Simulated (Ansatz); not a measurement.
# BH₄PS: taking an electron away

The task here is to estimate one member of a computed series from the others.

Method: unrestricted cation, the program's frozen cores in correlated methods; program: Ansatz 0.2.0, Gaussian basis.

Levels to be run: UKS PBE-D4/def2-TZVPP; UKS r2SCAN-D4/def2-TZVPP; UKS PBE0-D4/def2-TZVPP; UKS B3LYP-D4/def2-TZVPP; UKS wB97X-V/def2-TZVPP; UKS wB97M-V/def2-TZVPP; UKS B2PLYP/def2-TZVPP; UHF-CCSD(T)/def2-TZVPP; UHF-MP2/def2-QZVPP; extrapolation to the limit; then −ε(HOMO) from the neutral's earlier runs with LDA (SPW92), PBE-D4, revPBE-D4, BLYP-D4, r2SCAN-D4, B97M-V, PBE0-D4, B3LYP-D4, r2SCANh-D4, r2SCAN0-D4, HSE06-D4, BHLYP-D4, CAM-B3LYP-D4, LC-ωPBE, ωB97X-V, ωB97M-V.

## The relaxed structure

All runs share one geometry, relaxed beforehand with PBE0-D4 in a triple-zeta def2 set.

7 atoms, charge 0, spin multiplicity 1.

Atoms are counted from 1 here; the program's logs count them from 0.

Bond lengths: P1–B2 1.891 Å, P1–H4 1.416 Å, P1–H5 1.415 Å, B2–S3 1.773 Å, B2–H6 1.194 Å, S3–H7 1.346 Å. Angles: B2–P1–H4 100.3°, B2–P1–H5 98.7°, H4–P1–H5 97.0°, P1–B2–S3 125.8°, P1–B2–H6 119.3°, S3–B2–H6 114.4°, B2–S3–H7 99.7°.

The first run:

The input, in.yaml:

```yaml
crystal:
  periodic: [false, false, false]
  atoms:
    - {symbol: P, position_ang: [-0.697364, 0.337898, -1.101059]}
    - {symbol: B, position_ang: [0.420569, 0.519180, 0.413661]}
    - {symbol: S, position_ang: [1.573026, -0.691304, 1.004200]}
    - {symbol: H, position_ang: [-1.101357, -1.011831, -0.958982]}
    - {symbol: H, position_ang: [-1.870877, 0.925381, -0.571904]}
    - {symbol: H, position_ang: [0.482532, 1.573113, 0.970599]}
    - {symbol: H, position_ang: [1.254671, -1.720537, 0.197786]}
basis:
  gaussian: {orbitals: def2-TZVPP}
total_charge: 1
magnetization: {spin_polarized: true, initial_magnetization: 1}
hamiltonian: {xc: pbe, dispersion: d4}
```

Command:

```console
$ ansatz run in.yaml --threads 2 --pin off --events-out ev --progress --plain --max-ram 4352MiB
```

Among the steps run: Cation, UKS PBE-D4/def2-TZVPP; Cation, UKS r2SCAN-D4/def2-TZVPP; Cation, UKS PBE0-D4/def2-TZVPP; Cation, UKS B3LYP-D4/def2-TZVPP; Cation, UKS wB97X-V/def2-TZVPP; Cation, UKS wB97M-V/def2-TZVPP; Cation, UKS B2PLYP (frozen core)/def2-TZVPP; Cation, UHF-CCSD(T)/def2-TZVPP; Cation, UHF-MP2/def2-QZVPP.

One of the session's tables, all rows but one given; the rest of the session is left out.

Orbital estimates, from the neutral's runs:

```
  functional  −ε(HOMO) (eV)
 LDA (SPW92)           6.42
      PBE-D4           6.31
   revPBE-D4           6.27
     BLYP-D4           6.15
   r2SCAN-D4              ?
      B97M-V           6.64
     PBE0-D4           7.40
    B3LYP-D4           7.18
  r2SCANh-D4           6.95
  r2SCAN0-D4           7.56
    HSE06-D4           7.01
    BHLYP-D4           8.36
CAM-B3LYP-D4           8.66
     LC-ωPBE          10.01
     ωB97X-V           9.66
     ωB97M-V           9.48
```

Estimate the missing values for r2SCAN-D4.

Worked estimate for «−ε(HOMO) (eV)». Against the share of exact exchange, r2SCANh-D4 (0.1, 6.95), r2SCAN0-D4 (0.25, 7.56) give a slope of 4.07 per unit share; at 0 the line stands at 6.54.

The run gave: −ε(HOMO) (eV): 6.55. In «−ε(HOMO) (eV)» the line misses by -0.01.

Caveats from the session: The cation may have settled in a state other than its lowest; no search over hole states beyond the program's own was made.
